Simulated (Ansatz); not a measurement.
Re: from a trial structure to a relaxed crystal

Method: DFT PBEsol, scalar-relativistic, plane waves, PAW in Ansatz 0.2.0. Cutoff 420 eV, Γ-centred k mesh, Gaussian smearing, no spin polarisation in the final step.

Re was placed on the beta-tungsten (A15) structure type (Pm-3n, No. 223), at a guessed volume.

```
Re
1.0
     4.93360    0.00000    0.00000
     0.00000    4.93360    0.00000
     0.00000    0.00000    4.93360
Re
8
Direct
  0.50000 0.50000 0.50000
  0.00000 0.00000 0.00000
  0.25000 0.00000 0.50000
  0.50000 0.25000 0.00000
  0.50000 0.75000 0.00000
  0.75000 0.00000 0.50000
  0.00000 0.50000 0.75000
  0.00000 0.50000 0.25000
```

Cell and atoms relax at zero pressure; the relaxation can't lower the symmetry of the start. After a coarse first stage the cell is made exact in the group found at 0.06 Å.

Energies count from the standard state of Re at the same level.

Problem. Which crystal results?

Solution. It keeps Pm-3n (No. 223). The result has the beta-tungsten (A15) structure. Conventional cell: a = 4.907 Å. Re on Wyckoff site a (2 atoms of the primitive cell) is coordinated by 12 Re at 2.74 Å; Re on Wyckoff site c (6 atoms of the primitive cell) is coordinated by 2 Re at 2.45 Å, 4 Re at 2.74 Å and 8 Re at 3.01 Å.

Space group Pm-3n (No. 223). a = 4.907 Å, b = 4.907 Å, c = 4.907 Å, α = 90.00°, β = 90.00°, γ = 90.00°
```tsv
atom	site	symmetry	x	y	z
Re	2a	m-3.	0.5000	0.5000	0.5000
Re	6c	-4m.2	0.2500	0.0000	0.5000
```

Problem. What are its volume, energy, density and gap?

Solution. The volume per atom is 14.77 Å³ and the density is 20.93 g/cm³. The energy over the standard structure is 0.18 eV/atom. The gap on the 8×8×8 mesh is 0 eV (a metal).

The final run used a 8×8×8 mesh on its 8-atom cell and 0.10 eV smearing. For metals, differences of a few meV/atom aren't resolved. Spin–orbit coupling is left out. Symmetry constrained the relaxation, so the result can be a saddle point. The steps took roughly 50 core-seconds in all.